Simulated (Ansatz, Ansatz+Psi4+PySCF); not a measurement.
```xyz
2

B     0.0000    0.0000   -0.9442
B     0.0000    0.0000    0.9442
```

Basis set: cc-pVTZ (spherical functions). Frozen core: 2 orbitals. Correlation on ROHF uses semicanonical orbitals with singles. Charge 0, multiplicity 3.

Computed with Ansatz (development build ahead of 0.2.0); each method stands on the lowest determinant of its kind that the runs found.

Give the atomization energy at this shape (free ground-state atoms in the same class of orbitals less the molecule, no zero-point energy) of triplet B₂ by ROHF-MP2, UHF-MP2, ROHF-CCSDT, ROHF-CCSD(T), ROHF-CCSD, UHF-CCSD(T), UHF-CCSD, UHF, ROHF.

```tsv
method	atomization energy
ROHF-MP2	1.98 eV
UHF-MP2	1.79 eV
ROHF-CCSDT	2.26 eV
ROHF-CCSD(T)	2.21 eV
ROHF-CCSD	2.02 eV
UHF-CCSD(T)	2.17 eV
UHF-CCSD	1.95 eV
UHF	1.59 eV
ROHF	1.43 eV
```

Caution: the determinant breaks the point group; the shape is not the minimum. Caution for ROHF-MP2, UHF-MP2, UHF-CCSD(T): another reference gives a lower total. Caution for ROHF-MP2, UHF-MP2, ROHF-CCSDT, ROHF-CCSD(T), ROHF-CCSD, UHF-CCSD(T), UHF-CCSD: large amplitudes, a single reference is doubtful. Caution for UHF-MP2, UHF-CCSD(T), UHF-CCSD, UHF: the unrestricted determinant is spin contaminated.
